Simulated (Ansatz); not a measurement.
## SiH₃⁺, triplet: stretch scan

Starting geometry (PBE0/def2-TZVP stationary point for this spin, not checked as a minimum):

```yaml
atoms:
  - { symbol: Si, position_ang: [0.0000, 0.0677, -0.0787] }
  - { symbol: H, position_ang: [0.0000, -1.2255, -0.8234] }
  - { symbol: H, position_ang: [0.4393, -0.3298, 1.5083] }
  - { symbol: H, position_ang: [-0.4393, -0.3298, 1.5083] }
```

From there H2 moves along the line of the two atoms named below, all else staying in place; atoms are numbered as listed. Energies are in eV, counted from the starting geometry at the same level.

Basis cc-pVDZ; Ansatz 0.2.0. Correlated methods freeze the noble-gas cores. R marks a restricted (for open shells ROHF) determinant, U an unrestricted one. Active spaces: valence = (6e, 7o) chosen from the atoms' valence shells.

Unrestricted rows (U) aren't spin-pure: their determinants' ⟨S²⟩ exceeds S(S+1) by up to 0.11, so they mix in states of higher spin. Runs in a small pair space aren't shown, since their orbitals change along the scan.

Full CI is exact within this basis and frozen core; it isn't the basis-set limit. The frozen core follows each run's orbitals, which can shift R against U totals by a few meV.

| distance Si1-H2 (Å) | full CI | unpaired electrons (full CI) | error RCCSD | error UCCSD(T) | error RCCSDT | error RCCSDT(Q) | error NEVPT4(SD) (valence space) | error MRCISD+Q (valence space) |
| --- | --- | --- | --- | --- | --- | --- | --- | --- |
| 1.211 | 1.087 | 2.02 | -0.012 | -0.004 | 0.000 | 0.000 | 0.000 | -0.006 |
| 1.333 | 0.293 | 2.02 | -0.008 | -0.002 | 0.000 | 0.000 | 0.000 | -0.004 |
| 1.492 | 0.000 | 2.03 | 0.000 | 0.000 | 0.000 | 0.000 | 0.000 | 0.000 |
| 1.644 | 0.138 | 2.03 | 0.010 | 0.003 | 0.000 | 0.000 | 0.000 | 0.004 |
| 1.834 | 0.537 | 2.05 | 0.026 | 0.007 | 0.001 | 0.000 | -0.002 | 0.007 |
| 2.073 | 1.053 | 2.07 | 0.028 | 0.011 | 0.001 | 0.000 | -0.017 | -0.001 |
| 2.352 | 1.433 | 2.08 | 0.018 | 0.007 | 0.001 | 0.000 | -0.014 | 0.001 |
| 2.713 | 1.619 | 2.07 | 0.006 | 0.002 | 0.000 | 0.000 | -0.011 | 0.002 |
| 3.363 | 1.695 | 2.06 | 0.002 | 0.000 | 0.000 | 0.000 | -0.014 | -0.001 |
| 3.963 | 1.714 | 2.07 | 0.002 | 0.000 | 0.000 | 0.000 | -0.015 | -0.002 |
| 5.098 | 1.723 | 2.07 | 0.002 | 0.000 | 0.000 | 0.000 | -0.015 | -0.002 |

Unpaired electrons are Σ n²(2−n)² over natural occupations. Errors are those of relative energies. In total energy the starting point itself misses full CI by: RCCSD 0.076, UCCSD(T) 0.019, RCCSDT 0.001, RCCSDT(Q) 0.000, NEVPT4(SD) (valence space) 0.085, MRCISD+Q (valence space) 0.016 eV.

Spread of the error over the points with a reference, to 5.098 Å (largest less smallest): RCCSDT(Q) 0.000, RCCSDT 0.002, MRCISD+Q (valence space) 0.013, UCCSD(T) 0.014, NEVPT4(SD) (valence space) 0.017, RCCSD 0.040 eV.

MRCISD+Q (valence space) stays parallel to the reference within 0.013 eV over the points shown.
